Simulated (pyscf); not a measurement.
**Hydrogen abstraction: F–CH₂–F + H• → F–CH•–F + H₂**

Gas phase, doublet surface, charge 0. Bonds broken: C2–H5. Bonds formed: H4–H5. Structures and frequencies: ωB97X-D3(BJ)/def2-SVP in PySCF.

Transition state (Å):

```xyz
6

F      0.8884     1.2119     0.1270
C      0.1747     0.1386     0.4649
F     -0.8282     0.4789     1.2740
H     -0.7956    -0.6218    -1.4844
H     -0.3802    -0.3429    -0.6751
H      0.8082    -0.6506     0.9072
```

One imaginary mode, 1469i cm⁻¹; descent along it reached the two sides named.

```
bond   change  reactant side (Å)  saddle  product side
-----  ------  -----------------  ------  ------------
C2–H5  breaks              1.104   1.356           2.9
H4–H5   forms                3.3   0.951         0.760
```

Electronic energies relative to the separated reactants (eV):

| level | barrier | reaction energy | reverse barrier |
|---|---|---|---|
| ωB97X-D3(BJ)/def2-TZVP | 0.50 | -0.05 | 0.54 |
| PBE/def2-TZVP | 0.22 | -0.09 | 0.31 |
| r²SCAN/def2-TZVP | 0.19 | -0.22 | 0.41 |
| B3LYP-D3(BJ)/def2-TZVP | 0.27 | -0.19 | 0.46 |
| PBE0-D3(BJ)/def2-TZVP | 0.37 | -0.03 | 0.40 |
| M06-2X/def2-TZVP | 0.59 | -0.04 | 0.63 |
| ωB97M-D3(BJ)/def2-TZVP | 0.50 | -0.03 | 0.53 |
| HF/def2-TZVP | 1.04 | +0.04 | 1.00 |

With ωB97M-D3(BJ)/def2-TZVP energies and thermal terms (ideal gas, 1 atm, RRHO with modes under 100 cm⁻¹ raised to 100, one conformer, R ln 2 for chiral ones without a mode under 150 cm⁻¹), in eV:

```tsv
T (K)	ΔH‡	ΔG‡	ΔH	ΔG
298	0.38	0.65	-0.11	-0.18
600	0.37	0.93	-0.09	-0.27
900	0.37	1.22	-0.09	-0.36
1200	0.37	1.50	-0.11	-0.45
```

This is the saddle that the search found; another between the same sides may lie lower. The angle at the transferred H is 176°.
